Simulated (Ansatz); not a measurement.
Basis-set extrapolation for `CC1(O)C=C1` (PBE0-D4/def2-TZVP geometry, frozen core, the Gaussian-basis code of Ansatz). Multiplicity 1, RHF reference.

```csv
,def2-TZVPP,def2-QZVPP
HF,-229.818837,-229.829372
MP2 correlation,-0.893033,-0.954310
CCSD(T) correlation,-0.961820,not run
```

Energies in hartree. Use E(X) = E(∞) + A·exp(−7.88·√X) for Hartree–Fock and E(X) = E(∞) + B·X^(−2.97) for correlation, with X = 3 and 4, and add CCSD(T) minus MP2 of the smaller set to the MP2 limit.

Question: What is the CCSD(T) energy at the basis-set limit?

Answer: HF limit: -229.829372 + (-0.010535) × 0.13774 = -229.83082. MP2 limit: -0.954310 + (-0.061277) × 0.74074 = -0.99970. Higher-order term: -0.961820 − (-0.893033) = -0.06879. Total: -230.89931 hartree, 3.23 eV below CCSD(T)/def2-TZVPP.
